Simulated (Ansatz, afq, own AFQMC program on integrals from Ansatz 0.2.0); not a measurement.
Two steps: Ansatz 0.2.0 writes the Fock matrix and Cholesky factors of the valence space, and afq projects on them the lowest state that overlaps trial and start.

```yaml
crystal:
  periodic: [false, false, false]
  atoms:
    - {symbol: Al, position_ang: [0.000000, 0.000000, 0.000000]}
    - {symbol: P, position_ang: [0.000000, 0.000000, 2.208000]}
basis:
  gaussian: {orbitals: 6-31G}
magnetization: {spin_polarized: true, initial_magnetization: 2}
correlation: {method: ccsd_t, electrons: outside_noble_gas, hamiltonian_folder: ham}
```

```sh
$ ansatz run in.yaml --threads 1 --pin off --events-out ev --progress --plain --max-ram 16896MiB --backend cuda --devices 0, --max-vram 18GiB
```

afq runs on the folder ham with

```
--method phaseless --trial hf --walkers 4000 --populations 20 --least-time 40 --time-step 0.005 --steps-per-block 20 --equilibration-blocks 112 --max-blocks 4000 --target-error 0.0008500 --factor-cut 1e-05 --start spin_pure --seed 5218 --taylor-order 6
```

Times are imaginary, in 1/Eh. The walk had a cap of 49 s. With eight or more populations the least sampling time is a fifth of least-time, and the error comes from their spread.

Log:

```
orbitals 16  electrons 5 3  factors 86 of 278
reference energy -582.53997512 Eh
CCSD correlation -0.08287919 Eh in 15 cycles, weight of the determinant in the CISD state 0.8637
energy of the start -582.541157 Eh
 block  time / (1/Eh)  mean weight  energy / Eh
     1     0.100  1.0002  -582.549063
     2     0.200  1.0002  -582.556146
     3     0.300  1.0002  -582.562384
     4     0.400  1.0003  -582.568292
     5     0.500  1.0001  -582.573111
     8     0.800  1.0003  -582.584782
    13     1.300  1.0002  -582.597126
    25     2.500  1.0000  -582.613334
    37     3.700  1.0000  -582.619301
    49     4.900  0.9997  -582.622127
    61     6.100  1.0001  -582.623598
    73     7.300  1.0000  -582.622757
    85     8.500  1.0001  -582.625447
    97     9.700  1.0000  -582.624906
   109    10.900  1.0000  -582.624586
   121    12.100  1.0001  -582.623334
   133    13.300  1.0001  -582.626481
   145    14.500  1.0000  -582.622279
   157    15.700  1.0001  -582.623984
   169    16.900  1.0001  -582.622225
   181    18.100  1.0001  -582.624259
   189    18.900  0.9998  -582.623040
error from the spread of 20 populations
energy -582.623730 +/- 0.000781 Eh
(rows thinned)
```

The run passed its tests (sampling time, drift between the halves within three errors, error under three times the target), which doesn't prove that it has relaxed.

Against this walk (error 21.3 meV) on the same determinant: CCSD(T) 63.6 meV lower, CCSDT(Q) 106.9 meV lower, CCSDTQ 104.1 meV lower, full CI 104.1 meV lower, a separate phaseless walk with a CISD trial and standard settings 80.4 ± 21.5 meV lower. The error is statistical and leaves out the bias of the constraint. Full CI is exact here, so the walk's 104 meV above it is the walk's own error: the bias of the constraint with this trial.

Cautions: constraint bias not in the error; lower spins were not checked; an unrestricted solution with more broken spin lies lower (170 meV, ⟨S²⟩ 2.23); raised T1 diagnostic (T1 0.049, weight of the determinant 0.86, largest double 0.10); unrestricted determinant slightly spin contaminated (⟨S²⟩ 2.08 against 2.00).

The walk took 19 s on 1 × NVIDIA H100 80GB HBM3 with 2 threads of AMD EPYC 7R13 Processor (Zen 3), on a shared host (the card was shared). The log's last line is the phaseless energy.

CCSDT and higher add their correlation energy to the determinant of the CCSD(T) run, since their own runs factorise the integrals more tightly (a shift of under 2 meV). A walk keeps the symmetry of its determinant, which the program's search chose and which needn't be the lowest solution, so a lower state of the same spin and another symmetry isn't excluded.
